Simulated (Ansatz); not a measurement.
## [Br···H···H], doublet in cc-pVDZ: errors against full CI

Geometry: a point of a hydrogen-transfer path between rigid fragments, not a stationary point.

```xyz
3

Br    0.0000    0.0000   -1.3747
H     0.0000    0.0000   -0.0537
H     0.0000    0.0000    1.4283
```

Basis cc-pVDZ; Ansatz 0.2.0. Only valence electrons are correlated (noble-gas cores and the filled d shells of p-block atoms frozen), which leaves 9 electrons in 23 orbitals. R marks a restricted (for open shells ROHF) determinant, U an unrestricted one. Active spaces: pair = (3e, 3o) about the gap; valence = (9e, 6o) chosen from the atoms' valence shells. No spin–orbit coupling is included, and no scalar relativity.

Full CI is exact within this basis and frozen core; it isn't the basis-set limit. The frozen core follows each run's orbitals, which can shift R against U totals by a few meV for light atoms and by up to 0.1 eV past Ca.

For open shells CISD and CISDTQ are restricted-active-space CI with the open shells as a complete middle space.

```
UHF ⟨S²⟩                          : 0.753
T1 diagnostic (RCCSD)             : 0.0105
largest doubles amplitude (RCCSD) : 0.041
```

```tsv
level	E − E(full CI) (kJ/mol)	share of correlation (%)	wall time
RHF	383.4	0.00	–
RMP2	47.3	87.67	–
CISD	21.2	94.47	0.78 s
RCCSD	6.7	98.25	–
RCCSD(T)	1.2	99.68	0.85 s
BCCD(T)	1.2	99.68	0.94 s
RCCSDT	0.6	99.84	–
CISDTQ	0.5	99.88	32 s (H100)
RCCSDT(Q)	0.1	99.99	5.5 s
RCCSDTQ	0.0	99.99	33 s (H100)
CASSCF (pair space)	344.9	10.04	–
NEVPT2 (pair space)	47.0	87.74	1.1 s
CASSCF (valence space)	341.0	11.05	–
NEVPT2 (valence space)	74.3	80.61	0.91 s
MRCISD (valence space)	16.9	95.59	–
MRCISD+Q (valence space)	-0.4	100.11	1.2 s
```

The correlation energy at full CI, counted from RHF, is -3.974 eV. That run took 21 s on 2 threads of AMD EPYC 7R13 with a shared H100 80 GB, shared host over 74,488,220 determinants.

Run but not shown, since their state or frozen core can't be matched to the reference's or they repeat it: UHF, UMP2, UCCSD, UCCSD(T), UCCSDT, UCCSDT(Q), UCCSDTQ.

Times hold each run's SCF and search for its determinant on a shared host, so for small cases they say little of a method's own cost; rows without a card ran on 1 thread of AMD EPYC 7R13.

The full-CI state has the irrep A1 of C2v, in the program's axes (one component, if the state is degenerate).

Natural occupations of full CI about the gap: 1.984 1.963 1.963 1.956 0.999 0.034 0.015 0.015 0.015 0.015; effectively unpaired electrons, Σ n²(2−n)², 1.03.
